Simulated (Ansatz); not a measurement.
# CH4 (singlet): the correlation ladder, cc-pVDZ

Aim: climb from Hartree-Fock through coupled cluster for CH4 (singlet) at one geometry and basis, and see what each rung misses.

Program: Ansatz 0.2.0, Gaussian basis. Level of theory: cc-pVDZ, core rule «outside noble gas», up to 1 orbitals frozen. These are calculated values, not measurements.

To be run: UHF; CCSD(T) on RHF; CCSDT(Q) on RHF; CCSDTQ on RHF; Full CI.

**1. What is computed**

The geometry is an MP2(full)/6-31G* stationary point (not a proven minimum).

5 atoms, charge 0, spin multiplicity 1.

Atoms are counted from 1 here; the program's logs count them from 0.

Bond lengths: C1–H2 1.090 Å, C1–H3 1.090 Å, C1–H4 1.090 Å, C1–H5 1.090 Å. Angles: H2–C1–H3 109.5°, H2–C1–H4 109.5°, H2–C1–H5 109.5°, H3–C1–H4 109.5°, H3–C1–H5 109.5°, H4–C1–H5 109.5°.

**2. UHF**

in.yaml

```yaml
crystal:
  periodic: [false, false, false]
  atoms:
    - {symbol: C, position_ang: [0.000000, 0.000000, 0.000000]}
    - {symbol: H, position_ang: [0.629118, 0.629118, 0.629118]}
    - {symbol: H, position_ang: [-0.629118, -0.629118, 0.629118]}
    - {symbol: H, position_ang: [0.629118, -0.629118, -0.629118]}
    - {symbol: H, position_ang: [-0.629118, 0.629118, -0.629118]}
basis:
  gaussian: {orbitals: cc-pVDZ}
magnetization: {spin_polarized: true, initial_magnetization: 0}
hamiltonian: {xc: hf}
output: {orbitals: {seedname: orbitals}}
```

Command:

```sh
ansatz run in.yaml --threads 1 --pin off --events-out ev --progress --plain --max-ram 3793MiB --backend cpu
```

The runs that follow: CCSD(T) on RHF; CCSDT(Q) on RHF; CCSDTQ on RHF; Full CI.

Q: Predict the results of all the runs planned. Wanted: FCI below the RHF energy; RMP2 from FCI; RCCSD from FCI; RCCSD(T) from FCI; RCCSDT(Q) from FCI; T1 diagnostic; effectively unpaired electrons.

The runs gave:

| quantity | value |
| --- | --- |
| FCI below the RHF energy | -5.1418 eV |
| RMP2 from FCI | +755.1 meV |
| RCCSD from FCI | +115.8 meV |
| RCCSD(T) from FCI | +15.0 meV |
| RCCSDT(Q) from FCI | +0.3 meV |
| levels within 1 kcal/mol (43 meV) | RCCSD(T), RCCSDT, RCCSDT(Q), RCCSDTQ |
| T1 diagnostic | 0.005 |
| effectively unpaired electrons | 0.03 |

RCCSD(T) lands +15.0 meV from the yardstick (0.3 % of the correlation energy). One determinant dominates. These misses are within one basis, not against nature.
